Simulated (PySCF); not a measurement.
# Simulated absorption spectrum

Compound: butanoyl fluoride, C4H7FO.
SMILES: `CCCC(=O)F`

Computed, not measured: TDDFT B3LYP/def2-SVPD, vertical, gas phase, core orbitals frozen in the response in PySCF. The structure is a single GFN2-xTB conformer in the gas phase; no vibrational or solvent corrections. Torsions of this conformer, `[CH3:1][CH2:2][CH2:3][C:4](=[O:5])[F:6]`: C1–C2–C3–C4 -71°, C2–C3–C4–O5 -7°.

Computed states:

```tsv
state	E (eV)	f
S1	6.07	0.0007
S2	7.85	0.0007
S3	7.95	0.0011
S4	8.16	0.0071
S5	8.19	0.050
S6	8.78	0.0055
S7	8.91	0.026
S8	9.07	0.0089
```

Broadening: Gaussians 0.3 eV wide at half height, area fixed by f = 4.319×10⁻⁹ ∫ε dν̃. The width is an assumption, not a result. The curve ends short of the highest state used, and states not computed would add to its high-energy end.

(1) What does the envelope look like, and where are its maxima?

(2) On this curve, what absorbance would a 10⁻⁴ mol/L sample give at 193 nm over a 1 cm path?

(3) Coming from long wavelengths, where does ε first pass 100 L mol⁻¹ cm⁻¹?

Results:

(1) 
```
E (eV)  ε (L mol⁻¹ cm⁻¹)
  5.62                 0
  5.74                 2
  5.87                20
  5.99                54
  6.11                61
  6.24                26
  6.36                 5
  6.49                 0
  6.61                 0
  6.74                 0
  6.86                 0
  6.98                 0
  7.11                 0
  7.23                 0
  7.36                 0
  7.48                 1
  7.60                12
  7.73                72
  7.85               304
  7.98              1564
  8.10              4172
  8.23              4784
  8.35              2187
  8.47               446
```

Maxima: 204 nm (6.07 eV), ε about 65, made up of S1 (100%); 152 nm (8.18 eV), ε about 5100, made up of S4 (12%) and S5 (87%) (ε in L mol⁻¹ cm⁻¹; maxima over ε = 5, shares over 10%).

(2) 193 nm is 6.424 eV, where ε is about 1.3 L mol⁻¹ cm⁻¹, so A = ε c l ≈ 0.00013 (Beer–Lambert, with the gas-phase spectrum and the assumed width).

(3) At about 160 nm (7.76 eV), 1.69 eV above S1.

On Arm Neoverse N1, one thread, no GPU, shared host with 64 logical CPUs at a one-minute load of 58, this took 41 s and 0.72 GiB of memory at its peak.
